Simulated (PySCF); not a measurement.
C3H3ClN2.
Structure used (GFN2-xTB), in Å, numbered top down from 1:
```xyz
9
C3H3ClN2 angstrom
Cl     2.8044   -0.2645    0.3680
C      1.1196   -0.2106    0.1665
C      0.3433    0.9189   -0.1529
C     -0.9419    0.4361   -0.1985
N     -0.8738   -0.8807    0.0794
N      0.3720   -1.2898    0.3038
H      0.6889    1.9164   -0.3188
H     -1.8710    0.9268   -0.4036
H     -1.6279   -1.5467    0.1308
```

The closed-shell SCF was solved with PySCF and density fitting under several settings on one GFN2-xTB geometry (grid level 2 and gas phase unless stated).

```json
{"settings": "PBE0/pcSseg-1", "basis functions": "124", "SCF cycles": "14", "E (Eh)": "-685.3462", "HOMO (eV)": "-7.30", "LUMO (eV)": "0.17", "dipole (D)": "3.75"}
{"settings": "PBE0/def2-SVPD", "basis functions": "151", "SCF cycles": "14", "E (Eh)": "-685.1065", "HOMO (eV)": "-7.34", "LUMO (eV)": "0.03", "dipole (D)": "3.73"}
{"settings": "WP04/6-31G", "basis functions": "64", "SCF cycles": "14", "E (Eh)": "-694.9986", "HOMO (eV)": "-8.37", "LUMO (eV)": "-1.91", "dipole (D)": "4.04"}
{"settings": "PBE0/STO-3G", "basis functions": "37", "SCF cycles": "12", "E (Eh)": "-677.5570", "HOMO (eV)": "-5.52", "LUMO (eV)": "2.92", "dipole (D)": "4.01"}
```

Problem. Estimate the row for these settings: PBE0/IGLO-III, start guess vsap.

Solution. 
```tsv
settings	basis functions	SCF cycles	E (Eh)	HOMO (eV)	LUMO (eV)	dipole (D)
PBE0/IGLO-III, start guess vsap	249	19	-685.4900	-7.21	0.10	3.51
```

Problem. Over all rows, what range does the HOMO–LUMO gap span?

Solution. From 6.46 eV (WP04/6-31G) to 8.44 eV (PBE0/STO-3G). The functional of the narrowest has 12 % exact exchange, that of the widest 25 % exact exchange.

Problem. And the dipole moment?

Solution. From 3.51 D (PBE0/IGLO-III, start guess vsap) to 4.04 D (WP04/6-31G); the largest is 1.15 times the smallest, and the median is 3.75 D.

Problem. Compare two rows with the functional PBE0: PBE0/IGLO-III, start guess vsap and PBE0/pcSseg-1. Which energy is lower, and by how much?

Solution. PBE0/IGLO-III, start guess vsap (249 functions) lies 0.1438 Eh or 90 kcal/mol below PBE0/pcSseg-1 (124 functions).

Whole jobs, the steps after the SCF included, on an Arm Neoverse N1 with one thread, no GPU, on a shared host:

| settings | work after the SCF | wall time | peak memory |
| --- | --- | --- | --- |
| PBE0/pcSseg-1 | shieldings, ring-centre shieldings, charges and field gradients | 14 s | 0.55 GiB |
| PBE0/def2-SVPD | 6 singlets by full TDDFT, 2 Tamm–Dancoff triplets, polarisability | 19 s | 0.65 GiB |
| WP04/6-31G | spin–spin couplings from 8 perturbed nuclei | 11 s | 0.44 GiB |
| PBE0/STO-3G | shieldings, ring-centre shieldings | 3.1 s | 0.44 GiB |
| PBE0/IGLO-III, start guess vsap | shieldings, ring-centre shieldings, charges and field gradients | 52 s | 0.84 GiB |

Cycle counts include a coarse-grid stage where the run had one. WP04 was designed for NMR shieldings or shifts; total energies of different functionals aren't comparable.
